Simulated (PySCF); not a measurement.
## Löwdin shares of the frontier orbitals

C₅H₉P.
Geometry (GFN2-xTB, Å), atoms numbered from 1 in this order:
```
atom  x, y, z in Å
C1    -2.040    0.307    0.153
C2    -0.560    0.296   -0.033
C3     0.174    1.306   -0.490
P4     1.957    0.951   -0.619
C5     1.576   -0.855   -0.338
C6     0.212   -0.938    0.350
H7    -2.505   -0.433   -0.498
H8    -2.291    0.049    1.182
H9    -2.454    1.285   -0.077
H10   -0.224    2.261   -0.793
H11    2.238    1.240    0.732
H12    1.530   -1.327   -1.324
H13    2.373   -1.342    0.225
H14   -0.322   -1.847    0.069
H15    0.332   -0.946    1.439
```

Method used: TDDFT B3LYP/def2-SVPD, vertical, gas phase, core orbitals frozen in the response in PySCF.

Frontier orbitals with the atoms that hold most of them (Löwdin shares over 4%, at most four atoms; ? is withheld):

```tsv
orbital	ε (eV)	atoms
HOMO-3	-9.35	P4 16%, C2 15%, C5 14%, C6 13%
HOMO-2	-8.96	P4 26%, C3 25%, C5 20%, H10 6%
HOMO-1	-7.34	P4 30%, C3 24%, C2 16%, C5 8%
HOMO	?	?
LUMO	-0.19	?
LUMO+1	0.32	C1 17%, C6 10%, C3 10%, P4 9%
LUMO+2	0.59	P4 29%, C5 16%, H13 10%, C3 8%
```

Task: Which atoms hold the HOMO, and with what shares?

Result: P4 (bonded to 2 C and H) 40%; C3 (bonded to C, P and H) 18%; C2 (bonded to 3 C) 15%; H11 (bonded to P) 9%. By element: phosphorus 40%, carbon 33% or more, hydrogen 9% or more.

Task: Which atoms hold the LUMO, and with what shares?

Result: C2 (bonded to 3 C) 27%; C3 (bonded to C, P and H) 26%; P4 (bonded to 2 C and H) 15%; H11 (bonded to P) 6%. By element: carbon 52% or more, phosphorus 15%, hydrogen 6% or more.

Task: What is the HOMO energy, and the HOMO–LUMO gap?

Result: ε(HOMO) = -6.30 eV; the gap is 6.11 eV (0.2245 hartree).

Task: How does S1 compare with the orbital gap of 6.11 eV?

Result: S1 is at 5.33 eV (f = 0.069), 0.78 eV below the gap, made of HOMO→LUMO (89%), HOMO-1→LUMO (8%). Without the coupling terms of the response equations the lowest excitation would equal the gap.

Task: Give energy, strength and leading configuration of S1, S2, S4 and S6, and follow the Löwdin shares of the leading atoms from the occupied to the empty orbital.

Result: 
- S1 (5.33 eV, f 0.069), HOMO→LUMO (89%): P4 40% → 15%, C3 18% → 26%, C2 15% → 27%
- S2 (5.79 eV, f 0.019), HOMO→LUMO+1 (93%): P4 40% → 9%, C3 18% → 10%, C1 at most 9% → 17%, C6 at most 9% → 10%
- S4 (6.48 eV, f 0.136), HOMO-1→LUMO (76%): P4 30% → 15%, C3 24% → 26%, C2 16% → 27%
- S6 (6.80 eV, f 0.0033), HOMO-1→LUMO+1 (92%): P4 30% → 9%, C3 24% → 10%, C1 at most 8% → 17%, C6 at most 8% → 10%

One conformer stands for the species.
